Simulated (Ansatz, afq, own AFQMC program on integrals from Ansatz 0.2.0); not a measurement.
**Where AFQMC and coupled cluster stand for NH, triplet**

```xyz
2

N     0.0000    0.0000    0.0000
H     0.0000    0.0000    1.6470
```

Basis cc-pVDZ. Only valence electrons are correlated. Ansatz 0.2.0 and our own AFQMC program on the same integrals; the CISD trial comes from CCSD amplitudes, and released means the phaseless constraint is let go. ± is one standard error of the sampling.

Determinant: UHF, the one that the program's search chose, which needn't be the lowest solution. The geometry is a point of a scan.

Full CI on the same integrals is exact in this basis and with this determinant's frozen core.

Cautions: lower spins were not checked; strong correlation (T1 0.078, weight of the determinant 0.83, largest double 0.21); unrestricted determinant spin contaminated (⟨S²⟩ 2.62 against 2.00); the released energies are still falling, so no released level is given (meV from the phaseless value at times in 1/Eh: -2.9 ± 2.3 at 0.24, -5.4 ± 2.1 at 0.51, -7.3 ± 2.1 at 0.99, -13.1 ± 2.0 at 1.62, -15.1 ± 1.8 at 2.40), though the last usable value meets full CI within the noise.

* T1 diagnostic: 0.0783
* weight of the determinant in the CISD state: 0.830
* ⟨S²⟩ of the determinant: 2.623
* size of the correlated space: 6 electrons in 18 orbitals

Reference: full CI, correlation energy -3.371 eV. The cautions show a poor starting determinant, so the rows tell how each method copes with it here, and full CI is the sure value.

```
        level  E − E(reference) (kJ/mol)  share of correlation (%)
           HF                      325.3                      0.00
          MP2                      104.4                     67.92
         CCSD                       14.2                     95.65
      CCSD(T)                        5.0                     98.46
        CCSDT                        0.6                     99.80
     CCSDT(Q)                        0.1                     99.97
       CCSDTQ                        0.0                     99.99
  ph-AFQMC/HF                  0.1 ± 1.1                     99.96
ph-AFQMC/CISD                  1.1 ± 0.2                     99.65
```

CCSDT and higher add their correlation energy to the determinant of the CCSD(T) run, since their own runs factorise the integrals more tightly (a shift of under 2 meV). A walk keeps the symmetry of its determinant, which the program's search chose and which needn't be the lowest solution, so a lower state of the same spin and another symmetry isn't excluded.
